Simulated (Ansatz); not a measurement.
We consider fcc Cu, described by r²SCAN in Ansatz (plane waves, PAW).

A relaxed, unreconstructed slab of the (110) face has 12 atoms, two equal faces of 9.047 Å² each and an energy of -79572.7763 eV. A bulk cell of 2 atoms with the same orientation and in-plane k mesh has -13262.4756 eV. Energies are extrapolated to zero smearing.

Numerical settings: plane-wave cutoff 500 eV, 16×22×1 k mesh (along the axes of the cell as run), Fermi–Dirac smearing 0.1 eV, scalar-relativistic PAW data made under PBE.

Worked out: γ = (E_slab − N E_bulk per atom)/2A = [-79572.7763 − 12 × (-13262.4756/2)]/(2 × 9.047) = 0.1148 eV/Å². With 16.022 J/m² per eV/Å² this is 1.84 J/m², or 1.04 eV per surface cell and face.

Ansatz is an electronic-structure program.
